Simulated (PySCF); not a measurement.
Atom-mapped SMILES (the numbers label the heavy atoms): `[CH3:1][CH:2]1[CH2:3][S:4][CH2:5]1`. Each H is labelled by its parent atom. Ha(C3), Ha(C5) are cis to C1 on the ring; Hb(C3), Hb(C5) are trans to C1 on the ring.

Geometry: GFN2-xTB; GIAO shifts from PySCF 2.14, gas phase, non-relativistic, averaged over equivalent atoms.

At PBE0/pcSseg-1 (132 basis functions, 10 s wall time on 1 thread of an Arm Neoverse V1, shared host):
| atoms | δ (ppm) |
| --- | --- |
| C3/C5 | 37.4 |
| C2 | 35.8 |
| C1 | 25.3 |
| H(C2) | 3.29 |
| Ha(C3)/Ha(C5) | 3.16 |
| Hb(C3)/Hb(C5) | 3.08 |
| H(C1) | 1.06 |

Shifts are taken against calculated references (same method and geometry level): ¹³C (186.93 ppm) and ¹H (31.72 ppm) against TMS.

Predict the values at BHandHLYP/6-31++G** on the same geometry.

Answers


```
        atoms  δ at BHandHLYP/6-31++G**  change
        C3/C5                      34.8    -2.6
           C2                      35.6    -0.2
           C1                      24.5    -0.8
        H(C2)                      3.40   +0.11
Ha(C3)/Ha(C5)                      3.25   +0.09
Hb(C3)/Hb(C5)                      3.11   +0.03
        H(C1)                      1.06   +0.00
```

δ = σ(ref) − σ, references computed at the same level: TMS for ¹³C (198.26 ppm) and ¹H (32.05 ppm).

The largest change is at C3/C5 (sp3 CH2 bonded to S). Cost: 142 basis functions, 12 s wall time on 1 thread of an Arm Neoverse V1, shared host. The order of the carbon signals changes between the two levels.
